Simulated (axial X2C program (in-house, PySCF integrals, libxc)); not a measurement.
# Nuclear properties of CH⁺

Calculated with an in-house all-electron X2C program for linear molecules (integrals from PySCF): two-component X2C with atomic mean-field Coulomb and Gaunt terms, Gaussian nuclei, basis C dyall-v3z, H dyall-v3z with contracted cores.

R = 1.140 Å (near the PBE0 minimum at charge 1 of the determinant lowest at the starting distance; the state shown can have its own minimum elsewhere).

Input and command:
```json
{"zs": [6, 1], "q": 1, "bas": ["dyall-v3z", "dyall-v3z"], "r0": 1.07, "levels": ["PBE0", "HF", "B3LYP", "PBE", "PBE50"], "nst": 3}
```
```bash
python soeom.py task.json out
```

Keys: zs atomic numbers; q charge; bas basis sets; r0 starting distance in Å; levels methods; nst determinants followed.

Determinant lowest in the PBE0 search, Ω = 0 (closed shell), highest spinor 66% C p, 20% C s, 12% H s:

| level | qzz C (a.u.) | qzz H (a.u.) |
| --- | --- | --- |
| PBE0 | -2.20 | 0.18 |
| HF | -2.13 | 0.18 |
| B3LYP | -2.26 | 0.17 |
| PBE | -2.24 | 0.18 |
| PBE50 | -2.17 | 0.18 |

Determinant 0.80 eV from it at PBE0 and this distance, Ω = 2 (⟨Sz⟩ = 1.00, ⟨Lz⟩ = 1.00 at PBE0), spin on the atoms C 0.93, H 0.07:

```json
{"level": "PBE0", "Eeff magnitude (GV/cm)": "0.0289", "Ws magnitude C (kHz)": "0.00574", "A∥/gI C (MHz)": "285", "qzz C (a.u.)": "-0.46", "A∥/gI H (MHz)": "27.2", "qzz H (a.u.)": "0.21"}
{"level": "HF", "Eeff magnitude (GV/cm)": "0.0307", "Ws magnitude C (kHz)": "0.00607", "A∥/gI C (MHz)": "317", "qzz C (a.u.)": "-0.50", "A∥/gI H (MHz)": "23.7", "qzz H (a.u.)": "0.20"}
{"level": "B3LYP", "Eeff magnitude (GV/cm)": "0.0294", "Ws magnitude C (kHz)": "0.00582", "A∥/gI C (MHz)": "290", "qzz C (a.u.)": "-0.46", "A∥/gI H (MHz)": "29.4", "qzz H (a.u.)": "0.21"}
{"level": "PBE", "Eeff magnitude (GV/cm)": "0.0284", "Ws magnitude C (kHz)": "0.00565", "A∥/gI C (MHz)": "281", "qzz C (a.u.)": "-0.47", "A∥/gI H (MHz)": "27.7", "qzz H (a.u.)": "0.21"}
{"level": "PBE50", "Eeff magnitude (GV/cm)": "0.0293", "Ws magnitude C (kHz)": "0.00581", "A∥/gI C (MHz)": "289", "qzz C (a.u.)": "-0.46", "A∥/gI H (MHz)": "26.7", "qzz H (a.u.)": "0.21"}
```

Eeff is the effective electric field on the electron electric dipole moment in this Ω state and Ws the scalar–pseudoscalar constant of the nucleus named (defined with the proton number Z and per Ω); A∥ (defined per Ω) follows by multiplying with gI = μI/(I μN); qzz is the electric field gradient, eQq0 = 234.96 MHz × Q/barn × qzz. The operators were transformed with the bare-nucleus X2C matrices; with these basis sets, hyperfine constants and field gradients can be off by tens of per cent, and where levels differ in sign neither size nor sign is settled.

Each state is one determinant with collinear spin, which with several unpaired electrons need not be a pure state. Unrestricted Hartree–Fock can overshoot spin polarisation at the nuclei. With several open shells hyperfine constants can be off by a factor of several. Open-shell Ω = 0 determinants with evenly filled partner blocks cannot be reached by this program, so the Ω shown need not be the lowest component. The search compared states at one distance, so a state with another bond length can lie lower. Further determinants of the search, some of them spin-mixed, are not shown. PBE0 term energies can be off by some tenths of an eV.
